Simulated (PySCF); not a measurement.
This PySCF input (M06-2X/cc-pV(Q+d)Z) gives -40.50487 Eh with 175 basis functions.

```python
import numpy as np, basis_set_exchange as bse
from pyscf import gto, scf, dft, df

basis = {'C': gto.basis.parse(bse.get_basis('cc-pV(Q+d)Z', elements=['C'], fmt='nwchem')), 'H': gto.basis.parse(bse.get_basis('cc-pV(Q+d)Z', elements=['H'], fmt='nwchem'))}
mol = gto.M(
    atom='''
    C    -0.00000000    0.00000000   -0.00000000
    H     0.62054657    0.62688914    0.63896175
    H    -0.64285838   -0.62489528    0.61852983
    H     0.63693263   -0.63278043   -0.61664082
    H    -0.61462083    0.63078657   -0.64085076
    ''',
    basis=basis,
    charge=0,
    verbose=4,
    max_memory=8640,
)
mf = dft.RKS(mol, xc='m062x')
mf.grids.level = 4
mf = mf.density_fit(auxbasis=df.autoaux(mol))
mf.conv_tol = 1e-9
mf.max_cycle = 100
print('smallest overlap eigenvalue', np.linalg.eigvalsh(mol.intor('int1e_ovlp'))[0])
mf.kernel()
dip = mf.dip_moment()
```

Change:
```diff
- basis = {'C': gto.basis.parse(bse.get_basis('cc-pV(Q+d)Z', elements=['C'], fmt='nwchem')), 'H': gto.basis.parse(bse.get_basis('cc-pV(Q+d)Z', elements=['H'], fmt='nwchem'))}
+ basis = {'C': gto.basis.parse(bse.get_basis('6-311+G**', elements=['C'], fmt='nwchem')), 'H': gto.basis.parse(bse.get_basis('6-311+G**', elements=['H'], fmt='nwchem'))}
```

What does the run give now?

-40.49677 Eh (M06-2X/6-311+G**, 46 functions), a change of +8.10 mEh.
